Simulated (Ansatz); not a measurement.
Consider a ladder of basis sets of HS (Ansatz 0.2.0 through its Python package).

`hs.py`
```python
import ansatz
from ase import Atoms

atoms = Atoms(["S", "H"], positions=[
    [0.56801, -0.18567, 0.29209],
    [-0.56801, 0.18567, -0.29209],
])
hs = ansatz.Crystal.molecule_from_ase(atoms)

calculation = (
    hs.calculation()
    .correlation("mp2")
    .spin("collinear", total=1)
)

energies = {}
for basis in ["cc-pVDZ", "cc-pVTZ", "cc-pVQZ"]:
    data = calculation.basis(gaussian=basis).run(threads=1).report
    size = data["n_frozen"] + data["n_occupied"][0] + data["n_virtual"][0]
    energies[basis] = (data["reference_energy_ev"] / 27.211386246, data["free_energy_ev"] / 27.211386246)
    print(f"{basis:14s} {size:4d} orbitals  reference {energies[basis][0]:14.6f} Ha  total {energies[basis][1]:14.6f} Ha")

small, large = (energies[b][1] - energies[b][0] for b in ("cc-pVTZ", "cc-pVQZ"))
limit = (4 ** 3 * large - 3 ** 3 * small) / (4 ** 3 - 3 ** 3)
print(f"correlation energy: {small:.6f} and {large:.6f} Ha, extrapolated {limit:.6f} Ha")
print(f"share caught by the larger set: {100 * large / limit:.1f} %")
```

How far does the total energy move along this ladder of basis sets?

Against cc-pVDZ: cc-pVTZ -55.4 mHa and cc-pVQZ -73.0 mHa. The last step alone is -17.60 mHa.

What the script printed:

`python hs.py` gives:
```text
cc-pVDZ          23 orbitals  reference    -398.088863 Ha  total    -398.200863 Ha
cc-pVTZ          48 orbitals  reference    -398.105050 Ha  total    -398.256294 Ha
cc-pVQZ          89 orbitals  reference    -398.109357 Ha  total    -398.273899 Ha
correlation energy: -0.151244 and -0.164542 Ha, extrapolated -0.174245 Ha
share caught by the larger set: 94.4 %
```

The drop along the ladder measures the basis error, and is no property of the molecule. The geometry is a force-field or estimated start, not a minimum of this method, and the last set is no limit. Much of the fall in a total is atomic energy, which cancels in bond and reaction energies. The run takes the species as open-shell (spin multiplicity 2), which needn't be its ground state. Inner cores stay frozen, so this is valence correlation. For Al to Cl the sets with a tight d function, cc-pV(X+d)Z, are usual. An extrapolation from small basis sets is rough. It ran for 1.6 s on 1 thread of Arm Neoverse V2, on a shared host, peak memory 0.18 GiB.
